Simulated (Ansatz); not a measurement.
How far a parabola holds: energy against volume of rock-salt AgCl

Rock-salt AgCl, treated with r²SCAN-D4 in Ansatz (PAW). Run with plane-wave cutoff 560 eV, 10×10×10 k mesh, Fermi–Dirac smearing 0.01 eV, no spin polarisation, scalar-relativistic PAW data made under PBE. The cell has no free parameter but its volume, all volumes share cutoff and mesh, and the runs aren't spin-polarised. Energies are free energies at the run's smearing, counted from the lowest row; static lattice.

```csv
V (Å³/atom),E (meV/atom)
19.702,?
20.121,6.03
20.540,1.44
20.959,0.00
21.378,1.36
21.798,5.19
```

**Question.** Using a parabola, estimate the missing E at V = 19.702 from the other rows, showing the fit.

**Answer.** With u = V - 21.0, the rows have u = -0.8790, -0.4600, -0.0410, 0.3780, 0.7980. Least squares gives E = -0.005 + 0.2281·u + 7.9799·u². Residuals (row less fit): 0.070, -0.139, 0.001, 0.139, -0.069; standard error 0.155 (degrees of freedom: 2). The fitted curve has its minimum at V = 21.0, where E = -0.01. Its curvature is d²E/dV² = 2 × 7.9799 meV/Å⁶, so B = V0·d²E/dV² × 0.1602 = 53.7 GPa. At the withheld row, u = -1.2980, so E = -0.005 + 0.2281 × (-1.2980) + 7.9799 × (-1.2980)² = 13.143 meV/atom. The calculation gives 14.20 meV/atom, 1.057 meV/atom above the prediction (7.4 % of the range of E in the table). The row lies outside the fitted rows, so this is an extrapolation. From the scatter of the fitted rows alone, a prediction at this place has a standard error of 0.367 meV/atom, so the miss is 2.9 times that.

The residuals are curvature that a parabola lacks, not noise. A solid that stiffens under compression and softens on expansion lies above the parabola at the compressed end and under it at the expanded end, as this row does. A third-order Birch-Murnaghan fit to the whole scan has B0 = 53.4 GPa. Only scans are tabulated whose curvature falls smoothly with volume, and where the parabola meets the shown rows within 5 % of their range and misses the end by 0.1 meV or more.

Measured, for comparison: bulk modulus 44 GPa (temperature not stated, not corrected to a static lattice, sources range from 44.0 to 53.5; as tabulated in Toher et al. (2017), arXiv:1611.05714). Computed less measured: bulk modulus +21 % (against room or unstated temperature, where such soft solids are markedly softer).

Ansatz is a program for electronic structure.
